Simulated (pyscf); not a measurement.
Optimised with ωB97X-D3(BJ)/def2-SVP in PySCF. Correlated levels are frozen-core, on RHF or UHF. ΔMP2 is the change of the MP2 total energy from the triple- to the quadruple-zeta basis.

Problem. Estimate by transition-state theory (the high-pressure limit) the rate constant of H₂N–InH₂ (SMILES [NH2][InH2]) → NH₃ (SMILES N) + InH (SMILES [InH]) [singlet] (singlet surface; In–N, H–In broken, H–N formed) at 1200 K, with CCSD(T)/def2-TZVPP + ΔMP2(QZVPP) energies (ideal gas, 1 atm, RRHO with modes under 100 cm⁻¹ raised to 100, one conformer, R ln 2 for rigid chiral ones; no tunnelling).

Solution. The electronic barrier is 50.7 kcal/mol and the thermal terms add -1.4, so ΔG‡ = 49.3 kcal/mol. With k_BT/h = 2.50e+13 s⁻¹ and RT = 2.385 kcal/mol, k = 2.7e+04 s⁻¹; so small a molecule is far into fall-off at 1 atm, where the true rate is lower. Wigner's tunnelling factor for 1418i cm⁻¹ would be 1.12. A shift of 1 kcal/mol in the barrier changes k by a factor 1.5. On the product side the descent ends in a bound adduct (not fully relaxed), 12.6 kcal/mol under the separated species and 61.2 kcal/mol under the saddle at ωB97X-D3(BJ)/def2-TZVP. At ωB97X-D3(BJ) the barrier from the zero used here is 56.6 kcal/mol. This is the saddle that the search found; another between the same sides may lie lower. The CCSD(T) − MP2 part came from Ansatz, without density fitting, on the same reference. The frozen core leaves the outer d or s,p core shells of the metals and heavy elements correlated in the MP2 and CC values, and def2-TZVPP describes them poorly, which can shift differences by a few kcal/mol. Elements past Kr carry the def2 core potentials, without spin-orbit coupling.
